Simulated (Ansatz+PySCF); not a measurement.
Values are calculated unless marked as measured or tabulated.
## Several solutions for doublet N₂(+)

```xyz
2

N     0.0000    0.0000   -1.1096
N     0.0000    0.0000    1.1096
```

Basis set: cc-pVDZ (spherical functions). Charge 1, multiplicity 2.

PBE0 (restricted open-shell) was run from several starts with Ansatz (development build ahead of 0.2.0) and PySCF 2.14.0.

```json
{"run": "A", "program": "Ansatz", "start": "stability test followed", "converged": "yes", "energy (hartree)": "-108.47293", "<S²>": "0.75"}
{"run": "B", "program": "PySCF", "start": "guess minao, instabilities followed", "converged": "yes", "energy (hartree)": "-108.47293", "<S²>": "0.75"}
{"run": "C", "program": "Ansatz", "start": "atomic start, no search", "converged": "yes", "energy (hartree)": "-108.45344", "<S²>": "0.75"}
{"run": "D", "program": "PySCF", "start": "program defaults", "converged": "yes", "energy (hartree)": "-108.45344", "<S²>": "0.75"}
{"run": "E", "program": "Ansatz", "start": "search for the lowest state", "converged": "yes", "energy (hartree)": "-108.47293", "<S²>": "0.75"}
```

Problem. Which runs reached the lowest solution of this kind, and what is wrong with the others?

Solution. A, B, E reached the lowest solution found. Converged but too high: C by 0.53 eV, D by 0.53 eV. Convergence only shows a stationary point, and even a stable one can lie too high; stability tests and further starts are what find lower ones. Caution: an unrestricted determinant lies well below (3.38 eV lower).
